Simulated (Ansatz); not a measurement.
Two isomers of C6H12: A = `C/C=C(/C)CC`, B = `CC1CCCC1`.

Gas-phase electronic energies from Ansatz, PBE0-D4/def2-TZVP geometries. CCSD(T)/CBS adds triple-zeta CCSD(T) − MP2 to the extrapolated MP2 energy (def2 sets, frozen cores). Functionals use def2-TZVPP. B3LYP here is the variant with VWN-RPA as its local correlation; programs differ in this. Each species was taken in one conformer, which may not be the lowest.

(1) Which isomer does CCSD(T)/CBS put lower? Give the gap. (Estimate.)

(2) Give E(B) − E(A) in kJ/mol with B3LYP, ωB97M-V, B3LYP-D4, B2PLYP, BLYP-D4, HF/def2-TZVPP, PBE0-D4. (Best estimate.)

Largest T1 diagnostic: 0.009.

Results:

(1) The calculation gave: B, by 53.7 kJ/mol.

(2) The calculation gave: B3LYP -34.5, ωB97M-V -56.9, B3LYP-D4 -37.7, B2PLYP -43.8, BLYP-D4 -26.1, HF/def2-TZVPP -43.4, PBE0-D4 -62.0. None reverses the order clearly.

At CCSD(T), def2-SVP lies −4.6 kJ/mol from the extrapolated value and def2-TZVPP −1.2 kJ/mol. In def2-TZVPP, CCSD(T) changes the Hartree–Fock value by −11.5 kJ/mol (the triples alone add +2.0 kJ/mol) and MP2 by −18.0 kJ/mol.
